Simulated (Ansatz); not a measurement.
2H WS2, treated with PBEsol in Ansatz (PAW).

Rigid layers of the crystal as relaxed at this level are moved apart or together:

```json
[
 {"run": "1", "k mesh": "12×12×4", "layer repeat (Å)": "5.86", "energy against free layers (meV/Å²)": "2.07", "gap on the mesh (eV)": "0.643"},
 {"run": "2", "k mesh": "12×12×4", "layer repeat (Å)": "6.01", "energy against free layers (meV/Å²)": "-1.07", "gap on the mesh (eV)": "0.793"},
 {"run": "3", "k mesh": "12×12×4", "layer repeat (Å)": "6.16", "energy against free layers (meV/Å²)": "-2.50", "gap on the mesh (eV)": "0.935"},
 {"run": "4", "k mesh": "12×12×4", "layer repeat (Å)": "6.36", "energy against free layers (meV/Å²)": "-2.95", "gap on the mesh (eV)": "1.110"},
 {"run": "5", "k mesh": "12×12×4", "layer repeat (Å)": "6.66", "energy against free layers (meV/Å²)": "-2.40", "gap on the mesh (eV)": "1.341"},
 {"run": "6", "k mesh": "12×12×4", "layer repeat (Å)": "7.16", "energy against free layers (meV/Å²)": "-1.17", "gap on the mesh (eV)": "1.639"},
 {"run": "7", "k mesh": "12×12×2", "layer repeat (Å)": "8.16", "energy against free layers (meV/Å²)": "-0.27", "gap on the mesh (eV)": "1.933"},
 {"run": "8", "k mesh": "12×12×2", "layer repeat (Å)": "10.16", "energy against free layers (meV/Å²)": "-0.02", "gap on the mesh (eV)": "1.937"}
]
```

The lowest energy of these points lies at a layer repeat of 6.36 Å.

Spin–orbit coupling is not included.

Note: the cell comes from a level without a dispersion term, which matters for the spacing of layers, chains or molecules.

Ansatz is a first-principles code.
